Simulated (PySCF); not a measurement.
# ClHNaS: the cost of one run

Computed with PySCF 2.14.0; each step states its level. No surroundings beyond the atoms listed, unless a continuum is named. Atoms count from 0, parts from 1.

## (1) Starting point

4 atoms, charge -1, multiplicity 1; geometry: GFN2-xTB. Parts: 1 = atoms 0–1, `[Na][Cl]`, charge 0; 2 = atoms 2–3, `[SH-]`, charge -1.

## (2) Geometry optimisation at PBE0-D3(BJ)/def2-TZVPD

What the job is given:

```
{"job": {"xc": "PBE0", "basis": "def2-TZVPD", "d3": "d3bj", "grid": 3, "kind": "geom", "shake": 0.01}, "charge": -1, "multiplicity": 1, "parts": [{"atoms": "0-1", "charge": 0, "multiplicity": 1}, {"atoms": "2-3", "charge": -1, "multiplicity": 1}]}
Na     0.026865     0.145637    -0.995787
Cl     0.048341    -0.494566     1.239321
S     -0.085156     0.882785    -3.563061
H      0.627698     2.033239    -3.497732
```

Started as:

```console
$ OMP_NUM_THREADS=1 python cluster_run.py task.json out
```

The driver reads the jobs from task.json and runs them one after another.

**Question.** How long does this first job take on 1 thread of Arm Neoverse N1, shared host, and how much memory does it need?

About 53 s, with a peak of 0.58 GiB.
